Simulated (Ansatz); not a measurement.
Antiferromagnetic (type II) rock-salt NiO was calculated with BLYP (Ansatz, a quantum-chemistry and plane-wave program, PAW).

Settings: plane-wave cutoff 520 eV, 14×14×14 k mesh, Fermi–Dirac smearing 0.01 eV, spin-polarised with opposed moments, scalar-relativistic PAW data made under PBE.

Cell (measured lattice):

```
CELL_PARAMETERS angstrom
      4.17000     2.08500     2.08500
      2.08500     4.17000     2.08500
      2.08500     2.08500     4.17000
ATOMIC_POSITIONS crystal
  Ni 0.00000 0.00000 0.00000
  Ni 0.50000 0.50000 0.50000
  O  0.25000 0.25000 0.25000
  O  0.75000 0.75000 0.75000
```
Starting moments (μB, in the order of the record's atoms Ni Ni O O): 2.0 -2.0 0.0 0.0.

Task: Estimate the band gap, smallest direct gap on the k points sampled, Γ–Γ gap and magnetic moment (largest site, within a sphere) that the calculation returns.

Result: 
* **band gap**: 0.96 eV (indirect)
* **smallest direct gap on the k points sampled**: 1.22 eV
* **Γ–Γ gap**: 2.46 eV
* **magnetic moment (largest site, within a sphere)**: 1.35 μB

Note: cell and atoms aren't relaxed at this level (pressure 11.6 GPa); without U or exact exchange, gaps and moments of open d shells tend to come out too small.

Moments are spin moments.

Computed values are for the static lattice.

It cost about 25 core-seconds (a rough figure) of CPU time.
